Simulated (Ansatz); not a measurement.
**BH₃O (triplet): wave-function methods side by side at distance B1–H4 along a hydrogen transfer = 1.194 Å, cc-pVDZ**

One table from this session's results is given with a row withheld; the runs are named, their logs left out.

Program: Ansatz 0.2.0, Gaussian basis. Level of theory: cc-pVDZ, core rule «outside noble gas», up to 2 orbitals frozen. These are calculated values, not measurements.

To be run: UHF; CCSD(T) on ROHF; CCSD(T) on UHF; BCCD(T) on ROHF; CISD; CCSDT(Q) on ROHF; CCSDT(Q) on UHF; CASSCF and MRCISD+Q, 4 electrons in 4 orbitals; CASSCF and NEVPT2, 4 electrons in 4 orbitals; CASSCF and NEVPT2, 12 electrons in 11 orbitals.

17 further runs of the same task are left out: 8 for a known fault of the program, 1 for a mislabelled method, 8 that didn't finish.

## What is computed

The geometry derives from fragments relaxed apart (PBE0/def2-TZVP) and kept rigid, so it is no stationary point. A hydrogen atom is moved between rigid fragments.

5 atoms, charge 0, spin multiplicity 3.

Atoms are counted from 1 here; the program's logs count them from 0.

Bond lengths: B1–H2 1.193 Å, B1–H3 1.193 Å, B1–H4 1.193 Å. Angles: H2–B1–H3 120.0°, H2–B1–H4 120.0°, H3–B1–H4 120.0°.

Set-up of the first run:

Input file in.yaml:

```yaml
crystal:
  periodic: [false, false, false]
  atoms:
    - {symbol: B, position_ang: [-1.495676, 0.000000, 0.000000]}
    - {symbol: H, position_ang: [-2.092409, 1.033571, 0.000000]}
    - {symbol: H, position_ang: [-2.092409, -1.033571, 0.000000]}
    - {symbol: H, position_ang: [-0.302211, 0.000000, 0.000000]}
    - {symbol: O, position_ang: [1.293324, 0.000000, 0.000000]}
basis:
  gaussian: {orbitals: cc-pVDZ}
magnetization: {spin_polarized: true, initial_magnetization: 2}
hamiltonian: {xc: hf}
output: {orbitals: {seedname: orbitals}}
```

Run with:

```sh
ansatz run in.yaml --threads 1 --pin off --events-out ev --progress --plain --max-ram 2393MiB
```

Steps of the session up to this table: UHF; CCSD(T) on ROHF; CCSD(T) on UHF; BCCD(T) on ROHF; CISD; CCSDT(Q) on ROHF; CCSDT(Q) on UHF; CASSCF and MRCISD+Q, 4 electrons in 4 orbitals; CASSCF and NEVPT2, 4 electrons in 4 orbitals; CASSCF and NEVPT2, 12 electrons in 11 orbitals.

One table of the session follows, with a row left open; its other results are not shown here.

```
        method  from UCCSDT(Q) (kcal/mol)
          ROHF                    +157.46
           UHF                    +153.67
          RMP2                     +27.61
          UMP2                     +27.37
          CISD                     +12.16
         RCCSD                      +2.46
         UCCSD                      +2.40
      RCCSD(T)                      +0.52
      UCCSD(T)                          ?
       BCCD(T)                      +0.53
        RCCSDT                      +0.13
        UCCSDT                      +0.10
     RCCSDT(Q)                      +0.03
     UCCSDT(Q)                          0
   CASSCF pair                    +148.71
   NEVPT2 pair                     +27.47
CASSCF valence                    +124.17
NEVPT2 valence                     +30.05
```

**Question.** Estimate the row for UCCSD(T).

**Answer.** from UCCSDT(Q) (kcal/mol): +0.49. In the column «from UCCSDT(Q) (kcal/mol)» it lies between RCCSDT (+0.13) and RCCSD(T) (+0.52).

Among the levels timed on like hardware and quicker than the yardstick, those that no quicker one beats, quickest first: NEVPT2 pair (3 s, +27.47 kcal/mol); BCCD(T) (5 s, +0.53 kcal/mol); UCCSD(T) (8.5 s, +0.49 kcal/mol).

Not comparable, so not listed: CASSCF and MRCISD+Q, 4 electrons in 4 orbitals (they don't share determinant, frozen orbitals or solution with the rows shown, or repeat one).

Limits of these values: Of the multireference levels listed NEVPT2 pair comes nearest in total energy (+27.47 kcal/mol), which doesn't show that its space is the better one. Restricted and unrestricted rows rest on different reference determinants; where their highest levels disagree by more than a few hundredths of an eV, they describe different states and don't form one ladder. Warnings in the runs' records: passed over end.
